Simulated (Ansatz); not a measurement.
NaF₂⁻. Total charge -1; quintet. Geometry r2SCAN-D4/def2-TZVPD.

Cartesian coordinates in Å:
```
Na 0.000 0.000 0.001
F 3.607 -1.935 -0.002
F -3.607 1.936 0.001
```

At LDA (SPW92)/def2-TZVPD, PBE-D4/def2-TZVPD, r2SCAN-D4/def2-TZVPD, PBE0-D4/def2-TZVPD and others the highest occupied level of the charge -1 quintet lies above zero (up to 1.18 eV). The electron is either unbound and held by the finite basis, or the level is raised by self-interaction error. In the quintet geometry the species has come apart into loosely held pieces. At PBE0-D4/def2-TZVPD a singlet of charge -1 lies 10.67 eV below the quintet, each at its own geometry. The structure comes from a short search, and lower isomers may exist.

Task: Estimate the α-spin orbital energies around the gap (eV) in Ansatz with LDA (SPW92)/def2-TZVPD, PBE-D4/def2-TZVPD, r2SCAN-D4/def2-TZVPD, PBE0-D4/def2-TZVPD, r2SCAN0-D4/def2-TZVPD.

Result: 
```json
{"orbital": "HOMO−9", "LDA (SPW92)/def2-TZVPD": "-25.77", "PBE-D4/def2-TZVPD": "-25.65", "r2SCAN-D4/def2-TZVPD": "-26.62", "PBE0-D4/def2-TZVPD": "-29.04", "r2SCAN0-D4/def2-TZVPD": "-29.72"}
{"orbital": "HOMO−8", "LDA (SPW92)/def2-TZVPD": "-25.74", "PBE-D4/def2-TZVPD": "-25.63", "r2SCAN-D4/def2-TZVPD": "-26.59", "PBE0-D4/def2-TZVPD": "-29.02", "r2SCAN0-D4/def2-TZVPD": "-29.71"}
{"orbital": "HOMO−7", "LDA (SPW92)/def2-TZVPD": "-10.86", "PBE-D4/def2-TZVPD": "-10.98", "r2SCAN-D4/def2-TZVPD": "-11.91", "PBE0-D4/def2-TZVPD": "-13.60", "r2SCAN0-D4/def2-TZVPD": "-14.25"}
{"orbital": "HOMO−6", "LDA (SPW92)/def2-TZVPD": "-10.86", "PBE-D4/def2-TZVPD": "-10.98", "r2SCAN-D4/def2-TZVPD": "-11.91", "PBE0-D4/def2-TZVPD": "-13.60", "r2SCAN0-D4/def2-TZVPD": "-14.25"}
{"orbital": "HOMO−5", "LDA (SPW92)/def2-TZVPD": "-8.73", "PBE-D4/def2-TZVPD": "-8.58", "r2SCAN-D4/def2-TZVPD": "-9.21", "PBE0-D4/def2-TZVPD": "-11.02", "r2SCAN0-D4/def2-TZVPD": "-11.43"}
{"orbital": "HOMO−4", "LDA (SPW92)/def2-TZVPD": "-8.73", "PBE-D4/def2-TZVPD": "-8.58", "r2SCAN-D4/def2-TZVPD": "-9.21", "PBE0-D4/def2-TZVPD": "-11.02", "r2SCAN0-D4/def2-TZVPD": "-11.43"}
{"orbital": "HOMO−3", "LDA (SPW92)/def2-TZVPD": "-8.72", "PBE-D4/def2-TZVPD": "-8.56", "r2SCAN-D4/def2-TZVPD": "-9.21", "PBE0-D4/def2-TZVPD": "-11.01", "r2SCAN0-D4/def2-TZVPD": "-11.42"}
{"orbital": "HOMO−2", "LDA (SPW92)/def2-TZVPD": "-8.72", "PBE-D4/def2-TZVPD": "-8.56", "r2SCAN-D4/def2-TZVPD": "-9.21", "PBE0-D4/def2-TZVPD": "-11.01", "r2SCAN0-D4/def2-TZVPD": "-11.42"}
{"orbital": "HOMO−1", "LDA (SPW92)/def2-TZVPD": "-0.23", "PBE-D4/def2-TZVPD": "-0.16", "r2SCAN-D4/def2-TZVPD": "-0.19", "PBE0-D4/def2-TZVPD": "-0.65", "r2SCAN0-D4/def2-TZVPD": "-0.69"}
{"orbital": "HOMO", "LDA (SPW92)/def2-TZVPD": "1.14", "PBE-D4/def2-TZVPD": "1.13", "r2SCAN-D4/def2-TZVPD": "1.18", "PBE0-D4/def2-TZVPD": "0.88", "r2SCAN0-D4/def2-TZVPD": "0.95"}
{"orbital": "LUMO", "LDA (SPW92)/def2-TZVPD": "1.36", "PBE-D4/def2-TZVPD": "1.36", "r2SCAN-D4/def2-TZVPD": "1.43", "PBE0-D4/def2-TZVPD": "1.70", "r2SCAN0-D4/def2-TZVPD": "1.67"}
{"orbital": "LUMO+1", "LDA (SPW92)/def2-TZVPD": "1.36", "PBE-D4/def2-TZVPD": "1.38", "r2SCAN-D4/def2-TZVPD": "1.50", "PBE0-D4/def2-TZVPD": "1.70", "r2SCAN0-D4/def2-TZVPD": "1.73"}
{"orbital": "LUMO+2", "LDA (SPW92)/def2-TZVPD": "2.26", "PBE-D4/def2-TZVPD": "2.26", "r2SCAN-D4/def2-TZVPD": "2.34", "PBE0-D4/def2-TZVPD": "2.65", "r2SCAN0-D4/def2-TZVPD": "2.62"}
{"orbital": "LUMO+3", "LDA (SPW92)/def2-TZVPD": "2.41", "PBE-D4/def2-TZVPD": "2.40", "r2SCAN-D4/def2-TZVPD": "2.54", "PBE0-D4/def2-TZVPD": "2.83", "r2SCAN0-D4/def2-TZVPD": "2.83"}
{"orbital": "LUMO+4", "LDA (SPW92)/def2-TZVPD": "2.42", "PBE-D4/def2-TZVPD": "2.45", "r2SCAN-D4/def2-TZVPD": "2.57", "PBE0-D4/def2-TZVPD": "2.91", "r2SCAN0-D4/def2-TZVPD": "2.88"}
{"orbital": "LUMO+5", "LDA (SPW92)/def2-TZVPD": "2.46", "PBE-D4/def2-TZVPD": "2.50", "r2SCAN-D4/def2-TZVPD": "2.76", "PBE0-D4/def2-TZVPD": "2.98", "r2SCAN0-D4/def2-TZVPD": "3.03"}
{"orbital": "β HOMO", "LDA (SPW92)/def2-TZVPD": "-7.73", "PBE-D4/def2-TZVPD": "-7.80", "r2SCAN-D4/def2-TZVPD": "-8.37", "PBE0-D4/def2-TZVPD": "-10.13", "r2SCAN0-D4/def2-TZVPD": "-10.50"}
{"orbital": "β LUMO", "LDA (SPW92)/def2-TZVPD": "-7.61", "PBE-D4/def2-TZVPD": "-6.80", "r2SCAN-D4/def2-TZVPD": "-5.71", "PBE0-D4/def2-TZVPD": "-4.27", "r2SCAN0-D4/def2-TZVPD": "-3.48"}
```
